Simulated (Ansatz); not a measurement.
A nudged elastic band was laid between two geometries of H$_{3}$NSSi (6 atoms, charge 0, multiplicity 1).

Theory: RKS B3LYP-D4/def2-TZVP (Ansatz 0.2.0).

```json
{"movable images": "5", "climbing image": "yes", "spring": "5.0 eV/Å²", "optimiser": "quadratic models (default)", "start path": "through a guess of the saddle point", "force threshold": "0.03 eV/Å", "iteration limit": "60", "end points": "relaxed"}
```

Initial state:

```xyz
6
Properties=species:S:1:pos:R:3
N -0.879 0.237 -0.786
Si 0.170 -0.987 -0.203
S 1.219 0.230 1.269
H -0.934 1.201 -0.490
H -1.544 0.029 -1.515
H 2.010 -0.774 1.679
```

Final state:

```xyz
6
Properties=species:S:1:pos:R:3
N -0.879 0.237 -0.787
Si 0.170 -0.986 -0.203
S 1.219 0.230 1.269
H -1.544 0.028 -1.515
H -0.935 1.201 -0.490
H 2.010 -0.774 1.679
```

Question: What changes between the two ends?

Answer: No bond is made or broken. The height of N1 over the plane of its neighbours goes from 0.00 to 0.00 Å. The two ends are copies of one structure, up to a mirror image or an exchange of like atoms. The height can change sign by an inversion or by a turn that exchanges like atoms.

Question: Give the energies along the band, and the barrier.

Answer: The run converged. The highest image is number 3 of 0 to 6, 0.67 eV above the ends, which have the same energy within 2 meV. A vibrational analysis at the climbing image gives one clearly imaginary mode, 510i cm⁻¹: a first-order saddle point.

```csv
image,path coordinate (Å),energy (eV),height of N1 over the plane of its neighbours (Å)
0,0.00,0.00,0.00
1,0.49,0.15,0.09
2,0.99,0.48,0.19
3,1.48,0.67,0.26
4,1.97,0.48,0.19
5,2.46,0.15,0.09
6,2.96,0.00,0.00
```

Question: What is the geometry of the highest image?

Answer: 
```xyz
6
Properties=species:S:1:pos:R:3:forces:R:3
N -1.097 0.160 -0.751 -0.01 0.01 0.00
Si -0.320 -0.938 0.374 0.01 0.00 0.00
S 1.531 0.138 0.781 0.00 0.00 0.00
H -1.419 1.060 -0.412 0.00 0.00 0.00
H -0.693 0.287 -1.673 0.00 0.00 0.00
H 2.040 -0.770 1.635 0.00 0.00 0.00
```

Question: What are the harmonic wavenumbers there?

Answer: 510i, 217, 417, 436, 471, 694, 704, 782, 1551, 2654, 3490, 3576 cm⁻¹.

Run time: 69 s on 2 threads of Intel(R) Xeon(R) 6975P-C (Granite Rapids), on a shared host, peak memory 0.22 GiB.
